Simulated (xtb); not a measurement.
**GFN2-xTB (hydrogen mass 1 u, md dump 20 fs, md temperature 500 K, md time 0.2 ps) run of NO2 (SMILES [O]N=O)**

Wanted: a short trajectory of NO2. 

The results are computed with xtb 6.7.1.

4 further runs of the same task are left out: 4 set aside as unsound or not needed.

### Step 1. The system as given

NO2 has 3 atoms, charge 0, and is taken as a doublet. As SMILES, `[O]N=O`. Geometry: optimised at GFN2-xTB. The run starts from this shape.

Bond lengths: O1–N2 1.181 Å, N2–O3 1.181 Å. Angles: O1–N2–O3 137.9°.

### Step 2. A short trajectory at GFN2-xTB (hydrogen mass 1 u, md dump 20 fs, md temperature 500 K, md time 0.2 ps)

input.inp reads:

```
$md
   temp=500
   time=0.2
   step=0.5
   dump=20
   hmass=1
   shake=0
   nvt=false
$end
```

struc.xyz reads:

```xyz
3
NO2
O      0.20161    -1.09240    -0.00490
N     -0.24776    -0.00850    -0.13616
O      0.04613     1.10090     0.14106
```

On the command line:

```bash
$ xtb --md --chrg 0 -u 1 -I input.inp --parallel 1 -- struc.xyz > xtb.out
```

Q: Predict the results. Wanted: potential energy of the last frame.

Answer, from the run:

At GFN2-xTB (hydrogen mass 1 u, md dump 20 fs, md temperature 500 K, md time 0.2 ps):

| quantity | value |
| --- | --- |
| potential energy of the last frame | -10.90199 Eh |
